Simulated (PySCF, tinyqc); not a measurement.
Ways to converge the cycle: SCF convergence aids in the sto-6g basis, for LiH, spin multiplicity 1. Computed by the program tinyqc with PySCF. RHF with one setting changed at a time; a run stops when the energy changes by less than 1e-09 hartree and the error matrix is below 1e-5. The start is random orbitals. Damping d keeps d of the old density; a shift (hartree) raises the virtual levels; DIIS n extrapolates F over n matrices.

Geometry (angstrom):
```
atom       x       y       z
Li    0.0000  0.0000  0.0000
H     0.0000  0.0000  2.2660
```

lowest restricted solution found by these runs and by PySCF = -7.889215 hartree

Largest element of the error matrix X^T (FDS - SDF) X:
```
iteration    plain  damping 0.3  damping 0.6  shift 0.4   DIIS 3   DIIS 8
1          7.1e-01      7.1e-01      7.1e-01    7.1e-01  7.1e-01  7.1e-01
2          3.1e-01      2.8e-01      4.0e-01    3.7e-01  3.1e-01  3.1e-01
3          1.9e-01      1.4e-01      2.6e-01    1.9e-01  1.9e-01  1.9e-01
4          4.2e-02      6.4e-02      1.8e-01    1.1e-01  7.3e-02  7.3e-02
5          1.9e-02      3.7e-02      1.3e-01    9.2e-02  1.8e-02  2.4e-02
6          9.2e-03      2.6e-02      9.2e-02    7.5e-02  4.6e-03  4.7e-03
8          2.0e-03      1.1e-02      4.5e-02    6.0e-02  2.1e-04  2.8e-04
10         4.3e-04      4.5e-03      2.4e-02    4.0e-02  3.8e-06  1.5e-05
14         2.0e-05      6.9e-04      1.0e-02    1.4e-02        -        -
20               -      4.1e-05      2.4e-03    2.3e-03        -        -
30               -            -      2.2e-04    2.2e-04        -        -
45               -            -      5.8e-06    8.0e-06        -        -
```

How each run ends:
```
run          iterations  E (hartree)         state
plain                16    -7.889215  lowest found
damping 0.3          24    -7.889215  lowest found
damping 0.6          46    -7.889215  lowest found
shift 0.4            45    -7.889215  lowest found
DIIS 3               11    -7.889215  lowest found
DIIS 8               11    -7.889215  lowest found
```

What does the comparison show, and why?

6 of 6 runs reach the lowest restricted solution found, in 11 to 46 iterations (fastest: DIIS 3, DIIS 8). Plain steps already contract here, so damping only slows them. DIIS 3 and DIIS 8 gain by cancelling the error over several earlier matrices, much as a quasi-Newton step does. The restricted reference is unstable here: a spin-polarised solution lies 0.0084 hartree lower (PySCF), so results built on it describe a poor reference.
